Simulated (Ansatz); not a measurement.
in.yaml

```yaml
crystal:
  periodic: [false, false, false]
  atoms:
    - {symbol: Si, position_ang: [0.000000, 0.000000, 0.000000]}
    - {symbol: Cl, position_ang: [1.169349, 1.169349, 1.169349]}
    - {symbol: Cl, position_ang: [-1.169349, -1.169349, 1.169349]}
    - {symbol: Cl, position_ang: [1.169349, -1.169349, -1.169349]}
    - {symbol: Cl, position_ang: [-1.169349, 1.169349, -1.169349]}
basis:
  gaussian: {orbitals: 6-31G}
hamiltonian: {xc: {name: wB97M-V}}
output: {orbitals: {seedname: orbitals}}
```

```sh
$ ansatz run in.yaml --threads 1 --pin off --events-out ev --progress --plain --max-ram 3956MiB --backend cpu
```

Output:

```
  # Of w^i u^j: cxij and so on, Table III.
  gx(w, u) = 1 - cx + cx01*u + cx10*w
  gss(w, u) = css00 + css04*u^4 + css10*w + css20*w^2 + css43*w^4*u^3
  gos(w, u) = cos00 + cos10*w + (cos20 + cos21*u)*w^2 + (cos60 + cos61*u)*w^6
      + integral(e_c_pw_mod_opposite_spin*gos(b97_w_opposite, b97_u_opposite)) + vv10(b, c)
700 factors; integrals over basis functions are off by at most 8.1e-5 eV
230 factors; integrals over basis functions are off by at most 1.8e-6 eV
mean field evaluation 1: about -57961.3852 eV, gradient 2.6e1 eV
mean field evaluation 2: about -57963.2293 eV, gradient 1.7e1 eV
mean field evaluation 4: about -57964.1077 eV, gradient 2.1e-1 eV
mean field evaluation 8: about -57964.1194 eV, gradient 6.0e-4 eV
mean field -57964.11942796 eV, -2130.1420994861 hartree, gradient 2.3e-6 eV, S^2 0.000000; 0 other end points of the search recorded, 0 dependent functions left out
reference -57964.11946665 eV, -2130.1421009080 hartree; 41, 41 occupied and 24, 24 virtual orbitals, 700 factors
Total energy: -57964.11946665 eV, -2130.1421009080 hartree
```

Ran on 1 thread of AMD EPYC 7R13, shared host: 8.5 s wall, 0.24 GiB peak host memory.
